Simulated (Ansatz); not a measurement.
# Rhombohedral A7 Sb

All values below come from LDA (plane waves, PAW; Ansatz, a quantum-chemistry and plane-wave program).

Numerical settings: plane-wave cutoff 500 eV, 12×12×12 k mesh, Fermi–Dirac smearing 0.05 eV, scalar-relativistic PAW data made under PBE.

Cell: relaxed at this level.

```
Item                                 Value
---------------------------  -------------
equilibrium volume per atom  29.17 Å³/atom
lattice constant a                 4.294 Å
c axis length                     10.962 Å
```

Measured, for comparison: lattice constant a 4.301 Å, lattice parameter c 11.232 Å (78 K, zero-point motion not removed; as tabulated in Schiferl, Barrett, J. Appl. Cryst. 2, 30 (1969), COD 9009654). Computed (rounded) less measured: lattice constant a -0.2 %, lattice parameter c -2.4 %.

Spin–orbit coupling is not included.

Computed values are for the static lattice.

The result took around 90 core-seconds (rough).
